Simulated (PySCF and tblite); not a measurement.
Values are calculated unless marked as measured or tabulated.
BH₄ (charge -1), numbered as in [BH4-:1].

Classical Langevin dynamics with GFN2-xTB (tblite), gas phase: time step 1.5 fs, H mass 4 u, friction 0.005 fs⁻¹, 400 steps to settle and 8000 to sample, one trajectory a temperature from the lowest conformer.

GIAO shieldings at PBE0/pcSseg-1 (PySCF) on 20 frames a temperature; like atoms are averaged, and of two unlike H on one atom a is the less shielded at the minimum.

Q: How far do thermal motions move the shieldings from their values at the minimum?

A: 
```json
{"signal": "B1", "σ at minimum (ppm)": "154.9", "Δσ, 100 K": "-0.8 ± 0.3", "Δσ, 300 K": "-1.1 ± 0.6", "Δσ, 500 K": "-2.1 ± 0.6"}
{"signal": "H1", "σ at minimum (ppm)": "32.09", "Δσ, 100 K": "-0.17 ± 0.06", "Δσ, 300 K": "-0.26 ± 0.11", "Δσ, 500 K": "-0.40 ± 0.12"}
```

Errors are standard errors over frames. Zero-point motion is missing, and a reference compound would move too.

Q: What do the single frames at 500 K give for B1?

A: 
```
t (fs)  V above the minimum, tight binding (kcal/mol)  E above it, DFT (kcal/mol)  torsions (°)  σ (ppm)
   900                                            4.9                         5.0          none    151.1
  1500                                            4.0                         4.8          none    154.6
  2100                                            3.1                         2.8          none    152.9
  2700                                            6.9                         6.7          none    150.8
  3300                                            5.7                         6.6          none    158.8
  3900                                            1.5                         1.7          none    155.4
  4500                                            5.0                         5.4          none    147.4
  5100                                            2.3                         2.7          none    155.8
  5700                                            4.4                         3.4          none    148.3
  6300                                            6.1                         6.0          none    153.7
  6900                                            5.1                         3.8          none    150.5
  7500                                            3.9                         5.2          none    151.6
  8100                                            1.9                         1.8          none    153.5
  8700                                            2.8                         2.4          none    150.5
  9300                                            3.1                         2.1          none    149.6
  9900                                            5.9                         6.2          none    152.6
 10500                                            4.2                         4.0          none    155.1
 11100                                            2.6                         2.5          none    152.2
 11700                                            4.9                         5.5          none    157.0
 12300                                            2.4                         2.9          none    154.2
```

Q: And the couplings at B3LYP/pcseg-1 with pcJ-1 on B, H?

A: 
```
 pair  bonds  minimum (Hz)       100 K       300 K       500 K
B1,H1      1          86.7  88.0 ± 0.4  88.7 ± 0.8  89.6 ± 0.9
```

Changes within two standard errors are not significant.

The study took 120 s on 1 thread of Arm Neoverse V1 (shared host) (rough), peak memory 0.27 GiB, launched as `OMP_NUM_THREADS=1 python ens_run.py task.json out`.
